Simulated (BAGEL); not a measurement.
# BH3O (SMILES BO): B3LYP/cc-pVTZ (density fitting with qzvpp-jkfit)

What is the energy change on altering one bond length of BH3O at B3LYP/cc-pVTZ (density fitting with qzvpp-jkfit)? 

Program for the calculation: BAGEL 1.2.2.

## 1. The system as given

The species is BH3O (5 atoms), meant as a singlet with charge 0. As SMILES, `BO`. Geometry: relaxed at PBE0-D4/def2-TZVP.

Bond lengths: B1–O2 1.348 Å, B1–H3 1.196 Å, B1–H4 1.202 Å, O2–H5 0.961 Å. Angles: B1–O2–H5 113.5°, O2–B1–H3 116.8°, O2–B1–H4 120.7°, H3–B1–H4 122.5°.

## 2. The energy at B3LYP/cc-pVTZ (density fitting with qzvpp-jkfit)

calc.json reads:

```json
{ "bagel" : [

{
  "title" : "molecule",
  "basis" : "cc-pvtz.json",
  "df_basis" : "qzvpp-jkfit",
  "angstrom" : "true",
  "geometry" : [
    { "atom" : "B", "xyz" : [      -0.226600,      -0.352800,       0.074700 ] },
    { "atom" : "O", "xyz" : [       0.413500,       0.801800,       0.345900 ] },
    { "atom" : "H", "xyz" : [      -0.820300,      -0.865500,       0.977800 ] },
    { "atom" : "H", "xyz" : [      -0.190600,      -0.828900,      -1.028100 ] },
    { "atom" : "H", "xyz" : [       0.874000,       1.171800,      -0.411700 ] }
  ]
},

{ "title" : "ks", "xc_func" : "b3lyp" },

{ "title" : "print", "file" : "orbitals.molden", "orbitals" : "true" }

]}
```

The basis set cc-pVTZ is read from a file made from the Basis Set Exchange's data (not shown).

Launch:

```sh
$ BAGEL_NUM_THREADS=1 BAGEL calc.json > calc.out
```

The log of the run:

```text
* using 1 threads per process

  ===============================================================
  ===============================================================

  *** Geometry ***

  { "atom" : "B", "xyz" : [     -0.428212,     -0.666695,      0.141163 ] },
  { "atom" : "O", "xyz" : [      0.781402,      1.515182,      0.653656 ] },
  { "atom" : "H", "xyz" : [     -1.550142,     -1.635558,      1.847774 ] },
  { "atom" : "H", "xyz" : [     -0.360182,     -1.566394,     -1.942827 ] },
  { "atom" : "H", "xyz" : [      1.651621,      2.214381,     -0.778000 ] },

  Number of auxiliary basis functions:      206

  Since a DF basis is specified, we compute 2- and 3-index integrals:
    o Being stored without compression. Storage requirement is 0.017 GB

  Number of basis functions:      102
  Number of electrons      :       16

    * METHOD: MOLECULE                             0.10

  *** Kohn-Sham DFT ***

    * Removing 7142 points whose weight is below 1.00e-10
    * Grid points: 67388

  === Nuclear Repulsion ===
    30.4046879546

       - DIIS with orbital gradients will be used.

  === KS iteration (b3lyp / cc-pvtz.json) ===
      0        -79.31935511          0.14883105           0.27
      1        -79.51523220          0.10955889           0.27
      2        -84.60688481          0.15514129           0.27
      3        -94.86703758          0.09668429           0.27
      4       -100.24791136          0.07093506           0.27
      5        -98.75768750          0.08414334           0.27
      6       -100.64175206          0.06649414           0.27
      7        -92.90486803          0.16893883           0.28
      8       -101.92468913          0.01004820           0.27
      9       -101.95472993          0.00333083           0.28
     10       -101.95671719          0.00135193           0.27
     11       -101.95720976          0.00012389           0.27
     12       -101.95721348          0.00004409           0.27
     13       -101.95721397          0.00000826           0.27
     14       -101.95721399          0.00000071           0.28
     15       -101.95721399          0.00000014           0.27
     16       -101.95721399          0.00000005           0.28
     17       -101.95721399          0.00000001           0.27
     18       -101.95721399          0.00000000           0.27
    * SCF iteration converged.

    * Permanent dipole moment:
           (   -0.290278,    -0.219900,     0.505392) a.u.

    * METHOD: KS                                   5.72

    * METHOD: PRINT                                0.03

  ===============================================================
```

Run time: 6.3 s. Hardware: 1 thread of Arm Neoverse N1, shared host; peak memory 0.32 GiB.

## 3. The distorted shape

dft.json reads:

```json
{ "bagel": [

{
  "title": "molecule",
  "basis": "cc-pvtz.json",
  "df_basis": "qzvpp-jkfit",
  "angstrom": true,
  "geometry": [
    { "atom": "B", "xyz": [      -0.269800,       0.218525,       1.398071 ] },
    { "atom": "O", "xyz": [       0.370300,       1.373125,       1.669271 ] },
    { "atom": "H", "xyz": [      -0.863500,      -0.294175,       2.301171 ] },
    { "atom": "H", "xyz": [      -0.190600,      -0.828900,      -1.028100 ] },
    { "atom": "H", "xyz": [       0.830800,       1.743125,       0.911671 ] }
  ]
},

{ "title": "ks", "xc_func": "b3lyp" },

{ "title": "print", "file": "orbitals.molden", "orbitals": true }

]}
```

The basis set cc-pVTZ is read from a file made from the Basis Set Exchange's data (not shown).

Launch:

```sh
$ BAGEL_NUM_THREADS=1 BAGEL dft.json > dft.out
```

The log of the run:

```text
* using 1 threads per process

  ===============================================================
  ===============================================================

  *** Geometry ***

  { "atom" : "B", "xyz" : [     -0.509848,      0.412952,      2.641971 ] },
  { "atom" : "O", "xyz" : [      0.699766,      2.594830,      3.154465 ] },
  { "atom" : "H", "xyz" : [     -1.631779,     -0.555910,      4.348583 ] },
  { "atom" : "H", "xyz" : [     -0.360182,     -1.566394,     -1.942827 ] },
  { "atom" : "H", "xyz" : [      1.569984,      3.294029,      1.722809 ] },

  Number of auxiliary basis functions:      206

  Since a DF basis is specified, we compute 2- and 3-index integrals:
    o Being stored without compression. Storage requirement is 0.017 GB

  Number of basis functions:      102
  Number of electrons      :       16

    * METHOD: MOLECULE                             0.10

  *** Kohn-Sham DFT ***

    * Removing 6097 points whose weight is below 1.00e-10
    * Grid points: 68433

  === Nuclear Repulsion ===
    28.3274224643

       - DIIS with orbital gradients will be used.

  === KS iteration (b3lyp / cc-pvtz.json) ===
      0        -78.95061613          0.14987408           0.27
      1        -78.94867184          0.09930440           0.27
      2        -85.19567494          0.14783757           0.27
      3        -94.95364140          0.09872467           0.27
      4        -98.64717909          0.07977481           0.27
      5        -98.51771970          0.06809603           0.27
      6       -100.57783659          0.04962747           0.27
      7       -101.22547899          0.03692957           0.27
      8       -101.79595088          0.00350096           0.28
      9       -101.79818611          0.00238275           0.27
     10       -101.80073676          0.00059533           0.27
     11       -101.80043277          0.00093214           0.27
     12       -101.80091496          0.00003312           0.27
     13       -101.80091523          0.00001084           0.27
     14       -101.80091531          0.00000126           0.27
     15       -101.80091531          0.00000060           0.27
     16       -101.80091531          0.00000016           0.27
     17       -101.80091531          0.00000002           0.27
     18       -101.80091531          0.00000000           0.28
    * SCF iteration converged.

    * Permanent dipole moment:
           (   -0.297416,    -0.747237,    -0.561006) a.u.

    * METHOD: KS                                   5.71

    * METHOD: PRINT                                0.03

  ===============================================================
```

Run time: 6 s. Hardware: 1 thread of Arm Neoverse N1, shared host; peak memory 0.32 GiB.

## 4. Summary of results

Level: B3LYP/cc-pVTZ (density fitting with qzvpp-jkfit).

| quantity | value |
| --- | --- |
| first shape: total energy | -101.95721 Eh |
| first shape: dipole moment | 1.58 D |
| first shape: HOMO energy | -8.66 eV |
| first shape: LUMO energy | -0.61 eV |
| first shape: HOMO–LUMO gap | 8.05 eV |
| distorted shape: total energy | -101.80092 Eh |
| distorted shape: dipole moment | 2.49 D |
| distorted shape: HOMO energy | -6.40 eV |
| distorted shape: LUMO energy | -2.75 eV |
| distorted shape: HOMO–LUMO gap | 3.65 eV |
| energy change with the B1–H4 bond stretched from 1.202 to 2.644 Å | 4.253 eV |

What this shows: With the B1–H4 bond stretched from 1.202 to 2.644 Å the energy rises by 4.25 eV (98 kcal/mol). The first shape isn't relaxed at this level, so the change isn't measured from a minimum. A restricted reference can't describe the breaking bond well at this length.
